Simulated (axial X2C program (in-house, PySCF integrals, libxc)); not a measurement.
# Photoelectron levels of PC⁻ by EOM-IP-CCSD

Computed with an axial X2C code built on PySCF integrals: two-component X2C with atomic mean-field Coulomb and Gaunt terms, Gaussian nuclei, basis P dyall-av3z, C dyall-av3z with contracted cores.

R = 1.600 Å (near the PBE0 minimum at charge -1 of the determinant lowest at the starting distance; the state shown can have its own minimum elsewhere).

Vertical detachment energies of PC⁻ to the states of PC:

```
Ω of PC  vertical detachment energy (eV)  above lowest (cm⁻¹)                ionised spinor  one-hole weight
    1/2                            3.008                    0  54% C pσ, 17% C sσ, 16% P pσ             0.90
    3/2                            3.847                 6767            50% P pπ, 40% C pπ             0.94
    1/2                            3.864                 6907            50% P pπ, 40% C pπ             0.94
    1/2                            7.501                36236  38% P pσ, 28% P sσ, 16% C sσ             0.82
```

(1) Take the first Ω = 1/2 and Ω = 3/2 rows of π character: how far apart are they, and which lies lower?

This point took 7.7 s on 1 thread of Intel(R) Xeon(R) Processor @ 2.30GHz, with other jobs on the host.

Reference electrons by ω block (each with its −ω partner): 1/2: 9, 3/2: 2. 10 electrons of PC⁻ correlated (inner shells frozen), 94 natural virtual spinors (a truncated set); levels can be off by some tenths of an eV. Roots sought by Ω: (1/2: 4, 3/2: 3, 5/2: 1); the list ends where they run out and leaves out roots under 60 % one-particle weight. The solver can skip a root, and states that need a further excitation, which the method places far too high, are missing though they may lie low or lowest. T1 of the reference 0.025 (Lee–Taylor). Number of frozen shells: P 2 s, 1 p; C 1 s.

## Answers

(1) E(3/2) − E(1/2) = 6767 − 6907 = -140 cm⁻¹ at EOM-IP-CCSD: inverted, Ω = 3/2 lower. Splittings at this level can be off by ten to twenty per cent.
